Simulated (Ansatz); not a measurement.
A calculation with Ansatz (development build ahead of 0.2.0).

```yaml
crystal:
  periodic: [false, false, false]
  atoms:
    - { symbol: C, position_ang: [-0.03513, -0.0026, -0.73647] }
    - { symbol: C, position_ang: [-0.03281, -0.0217, 0.79728] }
    - { symbol: O, position_ang: [-0.01578, 1.05402, -1.31097] }
    - { symbol: O, position_ang: [0.01601, -1.09318, 1.31978] }
    - { symbol: H, position_ang: [-0.04968, -0.97532, -1.24935] }
    - { symbol: H, position_ang: [-0.02958, 0.99717, 1.2889] }
basis:
  gaussian: { orbitals: "6-31G" }
hamiltonian:
  xc: hf
correlation:
  method: mp2
  frozen_orbitals: { C: 1, H: 0, O: 1 }
```

The input is written out in the form of the current development build from the run's settings.

The run gave:

```json
{
 "Converged": "yes",
 "Reference energy": "-226.47124 hartree",
 "Correlation energy": "-0.42429 hartree",
 "Total energy": "-226.89552 hartree",
 "Spin squared of the determinant": "0.000"
}
```
